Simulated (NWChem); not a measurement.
**Basis-set dependence for difluoromethane (CH₂F₂)**

SMILES: FCF
```xyz
5

F      1.0958     0.0000    -0.2872
C      0.0000     0.0000     0.4910
F     -1.0958     0.0000    -0.2872
H      0.0000     0.9137     1.1116
H      0.0000    -0.9137     1.1116
```
Charge 0, spin multiplicity 1.

The numbers come from NWChem runs, not from measurements. All single points use one geometry, from PBE0/def2-SVP, a minimum by its harmonic frequencies.

Hartree-Fock energies in Ha, correlation energies in mHa.

The correlated methods keep 3 core orbitals frozen. The Pople sets run with spherical d functions. Coupled-cluster values serve here as a point of comparison, not as the truth.

```
basis      functions         RHF     MP2  SCS-MP2    CCSD  CCSD+T(CCSD)  CCSD(T)  CR-CCSD[T]  CR-CCSD(T)
---------  ---------  ----------  ------  -------  ------  ------------  -------  ----------  ----------
6-31G*            46  -237.89271  -464.2   -449.0  -479.1        -490.0   -488.6      -488.0      -486.9
def2-SVP          52  -237.71072  -506.2   -493.1  -524.8        -535.0   -533.9      -533.0      -532.2
def2-TZVP        105  -238.00775  -663.2   -650.3  -675.9       not run  not run      -692.9      -691.9
```

From def2-SVP to def2-TZVP the Hartree-Fock energy moves by -297.0 mHa and the MP2 correlation energy by -157.0 mHa, which is 24 % of its value in the larger set.
